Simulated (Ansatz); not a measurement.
`CCC(F)Cl` + H–F → `FCC(F)Cl` + CH₄ at 298.15 K and 1 bar (substitution at a C–C bond).

Gas-phase electronic energies from Ansatz, PBE0-D4/def2-TZVP geometries. CCSD(T)/CBS adds triple-zeta CCSD(T) − MP2 to the extrapolated MP2 energy (def2 sets, frozen cores). This one scheme is used for every species. One conformer a species, not always the lowest.

| species | CCSD(T)/CBS energy (Eh) | H − E (kJ/mol) | S (J/(mol·K)) |
| --- | --- | --- | --- |
| `CCC(F)Cl` | -677.34294 | 248.0 | 323.3 |
| H–F | -100.39570 | 33.5 | 173.6 |
| `FCC(F)Cl` | -737.25651 | 152.8 | 312.7 |
| CH₄ | -40.46206 | 127.4 | 186.2 |

H − E and S are ideal-gas, rigid-rotor, harmonic terms from PBE0-D4/def2-TZVP, for one conformer and one mirror image of each species. 1 Eh = 2625.50 kJ/mol, R = 8.31446 J/(mol·K).

Question: By hand: ΔE, ΔH, ΔS and ΔG.

Answer: ΔE = (-737.25651) + (-40.46206) − (-677.34294) − (-100.39570) = 0.02007 Eh = 52.7 kJ/mol. Δ(H − E) = 152.8 + 127.4 − 248.0 − 33.5 = -1.3, so ΔH = 51.4 kJ/mol. ΔS = 312.7 + 186.2 − 323.3 − 173.6 = 2.0 J/(mol·K). ΔG = 51.4 − 298.15 × (2.0)/1000 = 50.8 kJ/mol.

Question: By hand: the equilibrium constant, and the temperature at which ΔG would vanish if ΔH and ΔS stayed fixed.

Answer: log₁₀ K = −ΔG/(RT ln 10) = -8.9. ΔG = 0 at ΔH/ΔS = 25700 K, far beyond where these terms or the molecules hold.

The number of gas molecules stays the same, so ΔS is small and ΔH decides. A doubt of 5 kJ/mol in ΔE shifts log₁₀ K by 0.9 here. Other conformers and mirror images would add mixing entropy, several J/(mol·K) or more a flexible species. These are equilibria of isolated gas molecules and say nothing of rates. Largest T1 diagnostic: 0.011 (customary marks: 0.02 for closed shells, 0.045 for open ones).
